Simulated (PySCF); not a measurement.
# H3O4P: the cost of one run

The runs use PySCF 2.14.0, with density-fitted response routines of our own; the level of theory stands in each step. All values are computed, except where a source is named. Atoms count from 0, in the outputs and in this text.

**1. Starting geometry**

8 atoms, charge 0, multiplicity 1; geometry from: GFN2-xTB. The atoms were then displaced at random by about 0.01 Å, so the start is not that level's minimum.

Bonds of the start (Å): O0–P1 1.47, P1–O2 1.61, P1–O3 1.63, P1–O4 1.58, O2–H5 0.97, O3–H6 0.94, O4–H7 0.95.

**2. Optimising the geometry at PBE0-D3(BJ)/def2-SVP**

What the job is given:

```
{"job": {"xc": "PBE0", "basis": "def2-SVP", "d3": "d3bj", "grid": 1, "shake": 0.01, "kind": "geom"}, "charge": 0, "multiplicity": 1}
O      0.609000    -0.250150     1.626000
P      0.003350    -0.110460     0.288810
O     -0.561750     1.346840    -0.097240
O      1.069240    -0.429280    -0.904620
O     -1.234330    -1.035940    -0.035580
H     -0.165500     1.998400     0.501980
H      1.884750    -0.684860    -0.521350
H     -1.549640    -0.853690    -0.910470
```

Launch:

```console
$ OMP_NUM_THREADS=1 python probes_run.py task.json out
```

This one command runs all jobs of the session in turn.

Q: Estimate the wall time of this first job on 1 thread of Arm Neoverse N1, shared host.

About 21 s.
